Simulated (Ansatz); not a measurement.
Species: H2O, SMILES `O` (charge 0, multiplicity 1).

Task: Give a relaxed geometry from PBE0-D3(BJ)/def2-SVP run with Ansatz (a program for electronic structure).

Result: the end point of this relaxation (outside a Z-matrix the atoms follow the SMILES, hydrogens last).
Cartesian coordinates (Å) in one orientation:
```xyz
3

O      0.005     0.399     0.000
H     -0.757    -0.190     0.000
H      0.751    -0.209     0.000
```
